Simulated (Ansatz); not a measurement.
**CH5AlO: functionals against CCSD(T) at one geometry**

One table from this session's results is given with a row withheld; the runs are named, their logs left out.

Computed with Ansatz 0.2.0, Gaussian basis. Level: single points in def2-TZVPP.

Correlated methods freeze the cores.

## The starting structure

SMILES `C[O][AlH2]`, 8 atoms, charge 0, spin multiplicity 1.

Atoms are counted from 1 here; the program's logs count them from 0.

Bond lengths: C1–O2 1.314 Å, C1–H4 1.240 Å, C1–H5 1.238 Å, C1–H6 1.179 Å, O2–Al3 1.724 Å, Al3–H7 1.560 Å, Al3–H8 1.454 Å. Angles: O2–C1–H4 103.9°, O2–C1–H5 110.5°, O2–C1–H6 107.0°, H4–C1–H5 114.9°, H4–C1–H6 104.5°, H5–C1–H6 115.1°, C1–O2–Al3 176.6°, O2–Al3–H7 109.9°, O2–Al3–H8 126.5°, H7–Al3–H8 123.2°.

Coordinates:

```tsv
atom	x (Å)	y (Å)	z (Å)
C1	-0.4410	1.2305	-0.4325
O2	0.0198	0.0682	-0.0291
Al3	0.5444	-1.5010	0.4552
H4	-1.2445	0.9370	-1.3306
H5	0.4892	1.9674	-0.7851
H6	-1.1127	1.6553	0.4387
H7	1.9714	-1.4144	1.0801
H8	-0.2534	-2.7170	0.4586
```

The first run:

The input, run/in.yaml:

```yaml
crystal:
  periodic: [false, false, false]
  atoms:
    - {symbol: C, position_ang: [-0.441000, 1.230500, -0.432500]}
    - {symbol: O, position_ang: [0.019800, 0.068200, -0.029100]}
    - {symbol: Al, position_ang: [0.544400, -1.501000, 0.455200]}
    - {symbol: H, position_ang: [-1.244500, 0.937000, -1.330600]}
    - {symbol: H, position_ang: [0.489200, 1.967400, -0.785100]}
    - {symbol: H, position_ang: [-1.112700, 1.655300, 0.438700]}
    - {symbol: H, position_ang: [1.971400, -1.414400, 1.080100]}
    - {symbol: H, position_ang: [-0.253400, -2.717000, 0.458600]}
basis:
  gaussian: {orbitals: def2-TZVPP}
correlation: {method: ccsd_t}
output: {forces: true}
```

The command line of these runs was not kept.

Among the steps run: CCSD(T)/def2-TZVPP; PBE0-D4/def2-TZVPP; wB97M-V/def2-TZVPP; r2SCAN-D4/def2-TZVPP; PBE-D4/def2-TZVPP; CAM-B3LYP-D4/def2-TZVPP; r2SCANh-D4/def2-TZVPP.

One of the session's tables, all rows but one given; the rest of the session is left out.

| method | RMS force component (eV/Å) | angle to CCSD(T) forces (°) | dipole (D) |
| --- | --- | --- | --- |
| CCSD(T) | 1.877 | reference | 0.66 |
| PBE0-D4 | 1.773 | 4.2 | 0.67 |
| wB97M-V | 1.823 | 2.0 | 0.68 |
| r2SCAN-D4 | 1.778 | 2.8 | 0.64 |
| PBE-D4 | 1.702 | 3.4 | 0.61 |
| CAM-B3LYP-D4 | 1.826 | 2.8 | 0.67 |
| r2SCANh-D4 | ? | ? | ? |

Q: Estimate the row for r2SCANh-D4 from the others.

As computed: RMS force component (eV/Å): 1.795; angle to CCSD(T) forces (°): 3.6; dipole (D): 0.66. In the column «RMS force component (eV/Å)» it lies between r2SCAN-D4 (1.778) and wB97M-V (1.823).
